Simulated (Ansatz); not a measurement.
# 1T (CdI2-type) PtS2

The numbers are results of PBE-D3(BJ) (plane waves, PAW; Ansatz, a program for electronic structure), not measurements.

Settings: plane-wave cutoff 500 eV, 12×12×8 k mesh (along the axes of the cell as run), Fermi–Dirac smearing 0.05 eV, scalar-relativistic PAW data made under PBE.

Cell: relaxed at this level.

For 1T (CdI2-type) PtS2, the volume per atom is 17.26 Å³/atom. The equilibrium lattice constant a is 3.584 Å and the lattice parameter c is 4.657 Å.

Measured, for comparison: lattice constant a 3.542 Å (temperature not stated, no zero-point or thermal correction; as tabulated in Björkman (2014), arXiv:1406.2436); lattice parameter c 5.036 Å (temperature not stated, zero-point anharmonic expansion removed (computed with revB86b-DF2); no thermal correction; as tabulated in Björkman (2014), arXiv:1406.2436). Computed (rounded) less measured: lattice constant a +1.2 %, lattice parameter c -7.5 %.

Spin–orbit coupling is not included.

The computed numbers hold no vibrational or temperature effects.
